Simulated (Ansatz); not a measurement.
# CH5AlCl with multiplicity 2: two geometries relaxed

Aim: relax the geometries before and after the reaction (atom abstraction by a radical), and see whether they are two minima and how far apart in energy. Meant to form: H2–Cl8; to break: Al1–H2. The start is a guess near the saddle point, from which both ends are pulled out.

All numbers below are computed with Ansatz 0.2.0 (UKS PBE-D4/6-31G*).

**1. Starting point**

Bond lengths: Al1–H2 1.810 Å, Al1–C3 1.970 Å, C3–H4 1.110 Å, C3–H5 1.110 Å, C3–H6 1.110 Å, Al1–H7 1.560 Å. Angles: H2–Al1–C3 120.0°, H2–Al1–H7 120.0°, C3–Al1–H7 120.0°, Al1–C3–H4 109.5°, Al1–C3–H5 109.5°, Al1–C3–H6 109.5°, H4–C3–H5 109.4°, H4–C3–H6 109.4°, H5–C3–H6 109.4°.

Coordinates:

```xyz
8

Al    0.0000    0.0000    0.0000
H     0.0000    0.0000    1.8100
C     1.7060    0.0000   -0.9850
H     2.0356   -1.0462   -1.1552
H     1.5695    0.5080   -1.9624
H     2.4756    0.5381   -0.3932
H    -1.3510    0.0000   -0.7800
Cl    0.0000    0.0000    3.4800
```

**2. A restrained relaxation towards end A**

Springs on the bonds that form and break draw the guess towards this end; the thresholds are loose.

The input, input.yaml:

```yaml
crystal:
  periodic: [false, false, false]
  atoms:
    - { symbol: Al, position_ang: [0.0, 0.0, 0.0] }
    - { symbol: H, position_ang: [0.0, 0.0, 1.81] }
    - { symbol: C, position_ang: [1.706, 0.0, -0.985] }
    - { symbol: H, position_ang: [2.0356, -1.0462, -1.1552] }
    - { symbol: H, position_ang: [1.5695, 0.508, -1.9624] }
    - { symbol: H, position_ang: [2.4756, 0.5381, -0.3932] }
    - { symbol: H, position_ang: [-1.351, 0.0, -0.78] }
    - { symbol: Cl, position_ang: [0.0, 0.0, 3.48] }
magnetization:
  spin_polarized: true
  initial_magnetization: 1
basis:
  gaussian: { orbitals: "6-31G*" }
hamiltonian:
  xc: pbe
  dispersion: d4
relax:
  f_tol: 0.15
  max_steps: 25
  restrain:
    - { distance: [1, 7], at: 2.57, k: 30.0 }
    - { distance: [0, 1], at: 1.56, k: 30.0 }
```

On the command line:

```
$ ansatz run input.yaml --threads 2 --pin off --max-ram 3072MiB --backend cpu --events-out ev --progress --plain --runs-dir out
```

Standard output (excerpt; [...] marks lines left out):

```text
Warning: RAYON_NUM_THREADS=2 ignored (pool sized by the plan → 2); use --threads N
[...]
Functional definition: PBE
[...]
826 factors; their error is unknown
[...]
mean field -20225.02625648 eV, -743.2560059104 hartree, gradient 3.4e-5 eV, S^2 0.751566; 0 other end points of the search recorded, 0 dependent functions left out
[...]
reference -20225.02629790 eV, -743.2560074325 hartree; 21, 20 occupied and 42, 43 virtual orbitals, 826 factors
relax step   1: F+E_penalty+E_count = -20225.13239419 eV  Δ(F+E_penalty+E_count) = +0.000e0 eV  max|allowed force component| = 6.916e-1 eV/Å  E_restraint = 13.08750000 eV  max|allowed force component, restraints' pulls added| = 3.399e1 eV/Å  Δτ_max = 0.0000 Å  (30 SCF iters, accepted)
[...]
relax step   3: F+E_penalty+E_count = -20224.61788145 eV  Δ(F+E_penalty+E_count) = +2.660e-1 eV  max|allowed force component| = 2.043e0 eV/Å  E_restraint = 0.55899147 eV  max|allowed force component, restraints' pulls added| = 5.169e0 eV/Å  Δτ_max = 0.1949 Å  (36 SCF iters, accepted)
[...]
relax step   4: F+E_penalty+E_count = -20224.60457962 eV  Δ(F+E_penalty+E_count) = +1.330e-2 eV  max|allowed force component| = 1.178e0 eV/Å  E_restraint = 0.00995444 eV  max|allowed force component, restraints' pulls added| = 1.107e-1 eV/Å  Δτ_max = 0.1815 Å  (40 SCF iters, accepted)
  distance H 1 - Cl 7 = 2.5509 Å
  distance Al 0 - H 1 = 1.5772 Å
826 factors; their error is unknown
[...]
mean field -20224.51196781 eV, -743.2371061506 hartree, gradient 8.5e-6 eV, S^2 0.751295; 9 other end points of the search recorded, 0 dependent functions left out
[...]
reference -20224.51200965 eV, -743.2371076881 hartree; 21, 20 occupied and 42, 43 virtual orbitals, 826 factors
Total energy: -20224.60462146 eV, -743.2405111093 hartree
Atom 0 at    -0.008686     0.005176    -0.085590 Å, force    -0.063774     0.002536    -0.627674 eV/Å
Atom 1 at    -0.017017    -0.002758     1.491599 Å, force    -0.013596    -0.007653     1.177571 eV/Å
Atom 2 at     1.718227     0.010340    -1.008125 Å, force     0.030821     0.050509    -0.092360 eV/Å
Atom 3 at     2.061770    -1.026396    -1.178830 Å, force     0.016254    -0.020674     0.001711 eV/Å
Atom 4 at     1.626162     0.495218    -1.997039 Å, force     0.025799    -0.021656     0.021223 eV/Å
Atom 5 at     2.500777     0.525744    -0.428875 Å, force     0.029995    -0.000455     0.011997 eV/Å
Atom 6 at    -1.432683    -0.005236    -0.821387 Å, force    -0.026801    -0.002870     0.002287 eV/Å
Atom 7 at    -0.012848    -0.002187     4.042447 Å, force     0.001302     0.000262    -0.494755 eV/Å
Dipole moment:     0.196544    -0.001089    -0.818035 e Å
```

Run time: 8 s. Hardware: 2 threads of Arm Neoverse V2, shared host; peak memory 0.16 GiB.

Step by step:

| step | energy from step 1 (eV) | largest force component (eV/Å) |
| --- | --- | --- |
| 1 | 0.0000 | 0.6916 |
| 2 | 0.2485 | 1.1964 |
| 3 | 0.5145 | 2.0434 |
| 4 | 0.5278 | 1.1776 |

Step 1 is the start. Energies and forces in the table leave out the springs, which the log lists apart; the run stops on the force with the springs' pull added.

After: Bond lengths: Al1–H2 1.577 Å, Al1–C3 1.958 Å, C3–H4 1.105 Å, C3–H5 1.105 Å, C3–H6 1.102 Å, Al1–H7 1.603 Å. Angles: H2–Al1–C3 118.4°, H2–Al1–H7 117.0°, C3–Al1–H7 124.6°, Al1–C3–H4 110.1°, Al1–C3–H5 110.4°, Al1–C3–H6 112.3°, H4–C3–H5 107.4°, H4–C3–H6 107.4°, H5–C3–H6 108.9°.

**3. Relaxing end A**

It starts where the restrained run ended.

The input, input.yaml:

```yaml
crystal:
  periodic: [false, false, false]
  atoms:
    - { symbol: Al, position_ang: [-0.008686, 0.005176, -0.08559] }
    - { symbol: H, position_ang: [-0.017017, -0.002758, 1.491599] }
    - { symbol: C, position_ang: [1.718227, 0.01034, -1.008125] }
    - { symbol: H, position_ang: [2.06177, -1.026396, -1.17883] }
    - { symbol: H, position_ang: [1.626162, 0.495218, -1.997039] }
    - { symbol: H, position_ang: [2.500777, 0.525744, -0.428875] }
    - { symbol: H, position_ang: [-1.432683, -0.005236, -0.821387] }
    - { symbol: Cl, position_ang: [-0.012848, -0.002187, 4.042447] }
magnetization:
  spin_polarized: true
  initial_magnetization: 1
basis:
  gaussian: { orbitals: "6-31G*" }
hamiltonian:
  xc: pbe
  dispersion: d4
relax:
  f_tol: 0.03
  max_steps: 50
```

On the command line:

```
$ ansatz run input.yaml --threads 2 --pin off --max-ram 3072MiB --backend cpu --events-out ev --progress --plain --runs-dir out
```

Standard output (excerpt; [...] marks lines left out):

```text
Warning: RAYON_NUM_THREADS=2 ignored (pool sized by the plan → 2); use --threads N
[...]
[... 1 set-up line as earlier in the session ...]
[...]
826 factors; their error is unknown
[...]
mean field -20224.51196527 eV, -743.2371060571 hartree, gradient 1.4e-6 eV, S^2 0.751295; 8 other end points of the search recorded, 0 dependent functions left out
[...]
reference -20224.51200708 eV, -743.2371075936 hartree; 21, 20 occupied and 42, 43 virtual orbitals, 826 factors
relax step   1: F+E_penalty+E_count = -20224.60457708 eV  Δ(F+E_penalty+E_count) = +0.000e0 eV  max|allowed force component| = 1.178e0 eV/Å  Δτ_max = 0.0000 Å  (141 SCF iters, accepted)
[...]
relax step   3: F+E_penalty+E_count = -20224.91563083 eV  Δ(F+E_penalty+E_count) = -1.871e-1 eV  max|allowed force component| = 6.928e-1 eV/Å  Δτ_max = 0.1977 Å  (30 SCF iters, accepted)
[...]
reference -20225.17481986 eV, -743.2614655140 hartree; 21, 20 occupied and 42, 43 virtual orbitals, 826 factors
Total energy: -20225.29381618 eV, -743.2658385480 hartree
Atom 0 at    -0.036028     0.020320    -0.100121 Å, force    -0.002506    -0.005476    -0.014615 eV/Å
Atom 1 at    -0.034250     0.029070     2.110400 Å, force    -0.007227     0.004614     0.011585 eV/Å
Atom 2 at     1.718499     0.018071    -1.007343 Å, force    -0.001931     0.004537    -0.003230 eV/Å
Atom 3 at     2.023820    -1.026706    -1.207773 Å, force    -0.005077     0.001621    -0.004293 eV/Å
Atom 4 at     1.658340     0.539761    -1.979752 Å, force    -0.005194    -0.004598     0.008121 eV/Å
Atom 5 at     2.513606     0.482300    -0.402237 Å, force     0.006095     0.000235     0.003296 eV/Å
Atom 6 at    -1.445308    -0.065957    -0.894226 Å, force     0.014604    -0.000031     0.010421 eV/Å
Atom 7 at     0.037022     0.003042     3.495251 Å, force     0.001235    -0.000903    -0.011285 eV/Å
Dipole moment:     0.169770     0.009733    -0.734374 e Å
```

Wall time 18 s (2 threads of Arm Neoverse V2, shared host); peak memory 0.15 GiB.

Relaxation path:

| step | energy from step 1 (eV) | largest force component (eV/Å) |
| --- | --- | --- |
| 1 | 0.0000 | 1.1776 |
| 2 | -0.1240 | 0.8281 |
| 3 | -0.3111 | 0.6928 |
| 4 | -0.4931 | 0.6820 |
| 5 | -0.6063 | 0.6277 |
| 6 | -0.6648 | 0.2603 |
| 7x | -0.6404 | 1.3737 |
| 8 | -0.6824 | 0.1880 |
| 9 | -0.6836 | 0.2009 |
| 10x | -0.6829 | 0.0915 |
| 11 | -0.6892 | 0.0146 |

Step 1 is the start. 2 steps were tried and not accepted (7, 10; marked x where the table lists them).

After: Bond lengths: Al1–C3 1.975 Å, C3–H4 1.107 Å, C3–H5 1.105 Å, C3–H6 1.102 Å, Al1–H7 1.620 Å, H2–Cl8 1.387 Å. Angles: Al1–C3–H4 109.2°, Al1–C3–H5 110.8°, Al1–C3–H6 112.8°, H4–C3–H5 107.5°, H4–C3–H6 107.3°, H5–C3–H6 108.9°, C3–Al1–H7 123.2°.

Pairs that crossed the distance rule for bonds on the way: came closer H2–Cl8; moved apart Al1–H2.

**4. Pulling towards end B**

Springs on the bonds that form and break draw the guess towards this end; the thresholds are loose.

The input, input.yaml:

```yaml
crystal:
  periodic: [false, false, false]
  atoms:
    - { symbol: Al, position_ang: [0.0, 0.0, 0.0] }
    - { symbol: H, position_ang: [0.0, 0.0, 1.81] }
    - { symbol: C, position_ang: [1.706, 0.0, -0.985] }
    - { symbol: H, position_ang: [2.0356, -1.0462, -1.1552] }
    - { symbol: H, position_ang: [1.5695, 0.508, -1.9624] }
    - { symbol: H, position_ang: [2.4756, 0.5381, -0.3932] }
    - { symbol: H, position_ang: [-1.351, 0.0, -0.78] }
    - { symbol: Cl, position_ang: [0.0, 0.0, 3.48] }
magnetization:
  spin_polarized: true
  initial_magnetization: 1
basis:
  gaussian: { orbitals: "6-31G*" }
hamiltonian:
  xc: pbe
  dispersion: d4
relax:
  f_tol: 0.15
  max_steps: 25
  restrain:
    - { distance: [1, 7], at: 1.37, k: 30.0 }
    - { distance: [0, 1], at: 2.76, k: 30.0 }
```

On the command line:

```
$ ansatz run input.yaml --threads 2 --pin off --max-ram 3072MiB --backend cpu --events-out ev --progress --plain --runs-dir out
```

Standard output:

```text
Warning: RAYON_NUM_THREADS=2 ignored (pool sized by the plan → 2); use --threads N
The last accepted step is kept in <dir> (removed where the run ends without a failure and the disk answers)
Engine: ansatz 0.2.0, aarch64-unknown-linux-gnu
[... 1 set-up line as earlier in the session ...]
  parameter kappa = 0.804
  parameter beta = 0.06672455060314922
  exchange = pbe_x(kappa = kappa, mu = beta*pi^2/3)
  correlation = pbe_c(beta = beta)
826 factors; their error is unknown
mean field evaluation 1: about -20218.1258 eV, gradient 3.7e1 eV
mean field evaluation 2: about -20201.3020 eV, gradient 5.7e1 eV
mean field evaluation 4: about -20224.8227 eV, gradient 5.9e0 eV
mean field evaluation 8: about -20225.0262 eV, gradient 1.3e-1 eV
mean field evaluation 16: about -20225.0263 eV, gradient 3.4e-5 eV
mean field -20225.02625648 eV, -743.2560059104 hartree, gradient 3.4e-5 eV, S^2 0.751566; 0 other end points of the search recorded, 0 dependent functions left out
the calculation of the forces begins
reference -20225.02629790 eV, -743.2560074325 hartree; 21, 20 occupied and 42, 43 virtual orbitals, 826 factors
relax step   1: F+E_penalty+E_count = -20225.13239419 eV  Δ(F+E_penalty+E_count) = +0.000e0 eV  max|allowed force component| = 6.916e-1 eV/Å  E_restraint = 14.88750000 eV  max|allowed force component, restraints' pulls added| = 3.801e1 eV/Å  Δτ_max = 0.0000 Å  (30 SCF iters, accepted)
  distance H 1 - Cl 7 = 1.6700 Å
  distance Al 0 - H 1 = 1.8100 Å
these checks for a lower state are left out or cut short: starts, cluster_reference, orbital_swaps, neighbouring_geometries, increment
826 factors; their error is unknown
mean field -20224.99980475 eV, -743.2550338274 hartree, gradient 9.1e-6 eV, S^2 0.751178; 0 other end points of the search recorded, 0 dependent functions left out
the calculation of the forces begins
reference -20224.99984799 eV, -743.2550354164 hartree; 21, 20 occupied and 42, 43 virtual orbitals, 826 factors
relax step   2: F+E_penalty+E_count = -20225.11992602 eV  Δ(F+E_penalty+E_count) = +1.247e-2 eV  max|allowed force component| = 1.689e0 eV/Å  E_restraint = 5.42226533 eV  max|allowed force component, restraints' pulls added| = 2.102e1 eV/Å  Δτ_max = 0.1949 Å  (34 SCF iters, accepted)
  distance H 1 - Cl 7 = 1.4619 Å
  distance Al 0 - H 1 = 2.1658 Å
these checks for a lower state are left out or cut short: starts, cluster_reference, orbital_swaps, neighbouring_geometries, increment
826 factors; their error is unknown
mean field evaluation 32: about -20224.7855 eV, gradient 9.5e-6 eV
mean field -20224.78552762 eV, -743.2471592878 hartree, gradient 9.3e-6 eV, S^2 0.750810; 0 other end points of the search recorded, 0 dependent functions left out
the calculation of the forces begins
reference -20224.78557290 eV, -743.2471609520 hartree; 21, 20 occupied and 42, 43 virtual orbitals, 826 factors
relax step   3: F+E_penalty+E_count = -20224.90142676 eV  Δ(F+E_penalty+E_count) = +2.185e-1 eV  max|allowed force component| = 2.496e0 eV/Å  E_restraint = 0.91945210 eV  max|allowed force component, restraints' pulls added| = 4.726e0 eV/Å  Δτ_max = 0.1946 Å  (30 SCF iters, accepted)
  distance H 1 - Cl 7 = 1.3122 Å
  distance Al 0 - H 1 = 2.5193 Å
these checks for a lower state are left out or cut short: starts, cluster_reference, orbital_swaps, neighbouring_geometries, increment
826 factors; their error is unknown
mean field -20224.99372158 eV, -743.2548102749 hartree, gradient 2.3e-5 eV, S^2 0.750799; 0 other end points of the search recorded, 0 dependent functions left out
the calculation of the forces begins
reference -20224.99376670 eV, -743.2548119330 hartree; 21, 20 occupied and 42, 43 virtual orbitals, 826 factors
relax step   4: F+E_penalty+E_count = -20225.10352861 eV  Δ(F+E_penalty+E_count) = -2.021e-1 eV  max|allowed force component| = 1.634e0 eV/Å  E_restraint = 0.03854270 eV  max|allowed force component, restraints' pulls added| = 7.998e-1 eV/Å  Δτ_max = 0.1947 Å  (28 SCF iters, accepted)
  distance H 1 - Cl 7 = 1.3484 Å
  distance Al 0 - H 1 = 2.7141 Å
these checks for a lower state are left out or cut short: starts, cluster_reference, orbital_swaps, neighbouring_geometries, increment
826 factors; their error is unknown
mean field -20225.11615030 eV, -743.2593094474 hartree, gradient 1.6e-5 eV, S^2 0.750922; 0 other end points of the search recorded, 0 dependent functions left out
the calculation of the forces begins
reference -20225.11619449 eV, -743.2593110714 hartree; 21, 20 occupied and 42, 43 virtual orbitals, 826 factors
relax step   5: F+E_penalty+E_count = -20225.22383564 eV  Δ(F+E_penalty+E_count) = -1.203e-1 eV  max|allowed force component| = 6.988e-1 eV/Å  E_restraint = 0.00231455 eV  max|allowed force component, restraints' pulls added| = 3.668e-1 eV/Å  Δτ_max = 0.1710 Å  (29 SCF iters, accepted)
  distance H 1 - Cl 7 = 1.3589 Å
  distance Al 0 - H 1 = 2.7544 Å
these checks for a lower state are left out or cut short: starts, cluster_reference, orbital_swaps, neighbouring_geometries, increment
826 factors; their error is unknown
mean field -20225.12430107 eV, -743.2596089826 hartree, gradient 9.9e-6 eV, S^2 0.750912; 0 other end points of the search recorded, 0 dependent functions left out
the calculation of the forces begins
reference -20225.12434519 eV, -743.2596106042 hartree; 21, 20 occupied and 42, 43 virtual orbitals, 826 factors
relax step   6: F+E_penalty+E_count = -20225.23193694 eV  Δ(F+E_penalty+E_count) = -8.101e-3 eV  max|allowed force component| = 5.769e-1 eV/Å  E_restraint = 0.00511649 eV  max|allowed force component, restraints' pulls added| = 6.146e-2 eV/Å  Δτ_max = 0.0278 Å  (30 SCF iters, accepted)
  distance H 1 - Cl 7 = 1.3527 Å
  distance Al 0 - H 1 = 2.7535 Å
826 factors; their error is unknown
mean field evaluation 64: about -20225.1561 eV, gradient 5.1e-2 eV
mean field -20225.12430107 eV, -743.2596089826 hartree, gradient 9.8e-6 eV, S^2 0.750912; 1 other end points of the search recorded, 0 dependent functions left out
the calculation of the forces begins
reference -20225.12434519 eV, -743.2596106042 hartree; 21, 20 occupied and 42, 43 virtual orbitals, 826 factors
Total energy: -20225.23198106 eV, -743.2635661495 hartree
Atom 0 at    -0.037122     0.006605    -0.249671 Å, force    -0.041776     0.006249     0.210038 eV/Å
Atom 1 at    -0.088060    -0.001878     2.503336 Å, force     0.030601     0.003096     0.384174 eV/Å
Atom 2 at     1.736046     0.015426    -1.120833 Å, force     0.057725     0.024117    -0.023049 eV/Å
Atom 3 at     2.076597    -1.025522    -1.277033 Å, force    -0.010138    -0.018360    -0.002766 eV/Å
Atom 4 at     1.699889     0.506046    -2.110635 Å, force    -0.023058    -0.003705     0.019258 eV/Å
Atom 5 at     2.501897     0.515434    -0.504948 Å, force    -0.001910    -0.003037    -0.005045 eV/Å
Atom 6 at    -1.430202    -0.018422    -1.080512 Å, force     0.017523    -0.005954    -0.005686 eV/Å
Atom 7 at    -0.023345     0.002212     3.854497 Å, force    -0.028966    -0.002405    -0.576923 eV/Å
Dipole moment:     0.176463    -0.001526    -0.672854 e Å
```

Run time: 9.4 s. Hardware: 2 threads of Arm Neoverse V2, shared host; peak memory 0.14 GiB.

The steps of the relaxation:

| step | energy from step 1 (eV) | largest force component (eV/Å) |
| --- | --- | --- |
| 1 | 0.0000 | 0.6916 |
| 2 | 0.0125 | 1.6887 |
| 3 | 0.2310 | 2.4959 |
| 4 | 0.0289 | 1.6342 |
| 5 | -0.0914 | 0.6988 |
| 6 | -0.0995 | 0.5769 |

Step 1 is the start. Energies and forces in the table leave out the springs, which the log lists apart; the run stops on the force with the springs' pull added.

After: Bond lengths: Al1–C3 1.976 Å, C3–H4 1.106 Å, C3–H5 1.105 Å, C3–H6 1.103 Å, Al1–H7 1.622 Å, H2–Cl8 1.353 Å. Angles: Al1–C3–H4 109.5°, Al1–C3–H5 111.6°, Al1–C3–H6 112.3°, H4–C3–H5 107.5°, H4–C3–H6 107.0°, H5–C3–H6 108.8°, C3–Al1–H7 123.0°.

Pairs that crossed the distance rule for bonds on the way: came closer H2–Cl8; moved apart Al1–H2.

**5. Relaxing end B**

It starts where the restrained run ended.

The input, input.yaml:

```yaml
crystal:
  periodic: [false, false, false]
  atoms:
    - { symbol: Al, position_ang: [-0.037122, 0.006605, -0.249671] }
    - { symbol: H, position_ang: [-0.08806, -0.001878, 2.503336] }
    - { symbol: C, position_ang: [1.736046, 0.015426, -1.120833] }
    - { symbol: H, position_ang: [2.076597, -1.025522, -1.277033] }
    - { symbol: H, position_ang: [1.699889, 0.506046, -2.110635] }
    - { symbol: H, position_ang: [2.501897, 0.515434, -0.504948] }
    - { symbol: H, position_ang: [-1.430202, -0.018422, -1.080512] }
    - { symbol: Cl, position_ang: [-0.023345, 0.002212, 3.854497] }
magnetization:
  spin_polarized: true
  initial_magnetization: 1
basis:
  gaussian: { orbitals: "6-31G*" }
hamiltonian:
  xc: pbe
  dispersion: d4
relax:
  f_tol: 0.03
  max_steps: 50
```

On the command line:

```
$ ansatz run input.yaml --threads 2 --pin off --max-ram 3072MiB --backend cpu --events-out ev --progress --plain --runs-dir out
```

Standard output (excerpt; [...] marks lines left out):

```text
Warning: RAYON_NUM_THREADS=2 ignored (pool sized by the plan → 2); use --threads N
[...]
[... 1 set-up line as earlier in the session ...]
[...]
826 factors; their error is unknown
[...]
mean field -20225.12429474 eV, -743.2596087501 hartree, gradient 4.5e-5 eV, S^2 0.750912; 0 other end points of the search recorded, 0 dependent functions left out
[...]
reference -20225.12433922 eV, -743.2596103845 hartree; 21, 20 occupied and 42, 43 virtual orbitals, 826 factors
relax step   1: F+E_penalty+E_count = -20225.23193061 eV  Δ(F+E_penalty+E_count) = +0.000e0 eV  max|allowed force component| = 5.769e-1 eV/Å  Δτ_max = 0.0000 Å  (28 SCF iters, accepted)
[...]
relax step   5: F+E_penalty+E_count = -20225.29277798 eV  Δ(F+E_penalty+E_count) = -4.359e-3 eV  max|allowed force component| = 9.414e-2 eV/Å  Δτ_max = 0.0442 Å  (30 SCF iters, accepted)
[...]
reference -20225.17554938 eV, -743.2614923234 hartree; 21, 20 occupied and 42, 43 virtual orbitals, 826 factors
Total energy: -20225.29423594 eV, -743.2658539742 hartree
Atom 0 at    -0.030728    -0.008817    -0.100582 Å, force    -0.022809     0.005592     0.003102 eV/Å
Atom 1 at    -0.040589     0.029092     2.128708 Å, force     0.000512    -0.000379    -0.011359 eV/Å
Atom 2 at     1.720279     0.015966    -1.012554 Å, force     0.012845     0.001004    -0.005446 eV/Å
Atom 3 at     2.009224    -1.020086    -1.276249 Å, force    -0.004438     0.026431    -0.001421 eV/Å
Atom 4 at     1.658420     0.594459    -1.953058 Å, force     0.007486    -0.016581     0.023607 eV/Å
Atom 5 at     2.524035     0.435950    -0.385708 Å, force    -0.008973    -0.011787    -0.020711 eV/Å
Atom 6 at    -1.440420    -0.090269    -0.895169 Å, force     0.016871    -0.004487     0.007396 eV/Å
Atom 7 at     0.035478     0.043606     3.508813 Å, force    -0.001494     0.000207     0.004832 eV/Å
Dipole moment:     0.170699    -0.006588    -0.731019 e Å
```

Run time: 9.3 s. Hardware: 2 threads of Arm Neoverse V2, shared host; peak memory 0.14 GiB.

The steps of the relaxation:

| step | energy from step 1 (eV) | largest force component (eV/Å) |
| --- | --- | --- |
| 1 | 0.0000 | 0.5769 |
| 2 | -0.0451 | 0.2280 |
| 3 | -0.0525 | 0.4842 |
| 4 | -0.0565 | 0.3102 |
| 5 | -0.0608 | 0.0941 |
| 6 | -0.0623 | 0.0264 |

Step 1 is the start.

After: Bond lengths: Al1–C3 1.974 Å, C3–H4 1.107 Å, C3–H5 1.106 Å, C3–H6 1.102 Å, Al1–H7 1.620 Å, H2–Cl8 1.382 Å. Angles: Al1–C3–H4 109.2°, Al1–C3–H5 110.5°, Al1–C3–H6 112.9°, H4–C3–H5 107.5°, H4–C3–H6 107.6°, H5–C3–H6 109.0°, C3–Al1–H7 123.1°.

**6. What came out**

```
                           quantity                    value
                              end A  8 moves, 0.689 eV lower
                              end B  5 moves, 0.062 eV lower
largest difference between the ends                   0.07 Å
            end B relative to end A                -0.000 eV
```

Both starts fell into the same minimum (no atom differs by more than 0.07 Å), so from this start no second minimum was found and no band was run; another arrangement could still be one.
